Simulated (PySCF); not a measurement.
Ligands exchanged one at a time, Al Cl-I. Isolated molecules, 0 K electronic values unless said otherwise. Strings in code marks are SMILES.

Computed with PySCF with PBE-D3(BJ)/def2-TZVP // PBE0-D3(BJ)/def2-TZVP. Excitations are Tamm–Dancoff values on a coarser integration grid. The basis has no diffuse functions, so Rydberg states are missing or too high.

```json
[
 {"species": "0 of 3 Cl replaced by I", "HOMO–LUMO gap (eV)": "5.84", "dipole moment (D)": "0.00", "LUMO (eV)": "-2.11", "S1–T1 gap (TDA) (eV)": "0.24"},
 {"species": "1 of 3 Cl replaced by I", "HOMO–LUMO gap (eV)": "4.72", "dipole moment (D)": "0.61", "LUMO (eV)": "-2.32", "S1–T1 gap (TDA) (eV)": "(withheld)"},
 {"species": "2 of 3 Cl replaced by I", "HOMO–LUMO gap (eV)": "4.29", "dipole moment (D)": "(withheld)", "LUMO (eV)": "-2.50", "S1–T1 gap (TDA) (eV)": "0.27"},
 {"species": "3 of 3 Cl replaced by I (`[I][Al]([I])[I]`)", "HOMO–LUMO gap (eV)": "(withheld)", "dipole moment (D)": "(withheld)", "LUMO (eV)": "-2.66", "S1–T1 gap (TDA) (eV)": "0.24"}
]
```

Fill in the missing entries.


- 1 of 3 Cl replaced by I, S1–T1 gap (TDA) (eV): 0.29
- 2 of 3 Cl replaced by I, dipole moment (D): 0.57
- 3 of 3 Cl replaced by I (`[I][Al]([I])[I]`), HOMO–LUMO gap (eV): 3.95
- 3 of 3 Cl replaced by I (`[I][Al]([I])[I]`), dipole moment (D): 0.00
